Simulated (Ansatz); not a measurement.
Calculation: Ansatz (a quantum-chemistry and plane-wave program) with frozen-core CCSD(T)/def2-TZVPP // B3LYP-D3(BJ)/def2-TZVP.

Ansatz 0.2 input:
```yaml
crystal:
  periodic: [false, false, false]
  atoms:
    - { symbol: S, position_ang: [0.673588, -0.000003, -0.000002] }
    - { symbol: H, position_ang: [-0.673588, 0.000003, 0.000002] }
basis:
  gaussian: { orbitals: def2-TZVPP }
correlation:
  method: ccsd_t
magnetization:
  spin_polarized: true
  initial_magnetization: 1
```

Output:

```
Functional definition: HF
313 factors; integrals over basis functions are off by at most 1.3e-3 eV
mean field evaluation 1: about -10832.3999 eV, gradient 6.8e0 eV
mean field evaluation 2: about -10832.4011 eV, gradient 6.8e0 eV
mean field evaluation 4: about -10832.8070 eV, gradient 9.7e-1 eV
mean field evaluation 8: about -10832.8174 eV, gradient 2.5e-3 eV
mean field evaluation 16: about -10832.8144 eV, gradient 2.8e-1 eV
mean field evaluation 32: about -10832.6421 eV, gradient 3.9e0 eV
mean field -10832.81737417 eV, -398.0986957534 hartree, gradient 2.6e-6 eV, S^2 0.763752; 2 other end points of the search recorded, 0 dependent functions left out
5 core orbitals not correlated
reference -10832.81737417 eV, -398.0986957534 hartree; 4, 3 occupied and 47, 48 virtual orbitals, 313 factors
second order -4.12523519 eV of doubles, -0.00000000 eV of singles
cycle   1  -4.62902294 eV  change   -5.0e-1 eV  update   4.8e-2
cycle   2  -4.79913746 eV  change   -1.7e-1 eV  update   1.7e-2
cycle   3  -4.80898382 eV  change   -9.8e-3 eV  update   4.3e-3
cycle   4  -4.80916777 eV  change   -1.8e-4 eV  update   1.2e-3
cycle   5  -4.80886690 eV  change    3.0e-4 eV  update   4.3e-4
cycle   6  -4.80895417 eV  change   -8.7e-5 eV  update   1.4e-4
cycle   7  -4.80897654 eV  change   -2.2e-5 eV  update   4.0e-5
cycle   8  -4.80897330 eV  change    3.2e-6 eV  update   1.3e-5
cycle   9  -4.80897144 eV  change    1.9e-6 eV  update   3.7e-6
perturbative correction -0.16992506 eV, -0.0062446306 hartree
Total energy: -10837.79627067 eV, -398.2816668248 hartree
```

Cost: roughly 2.0 core-seconds.
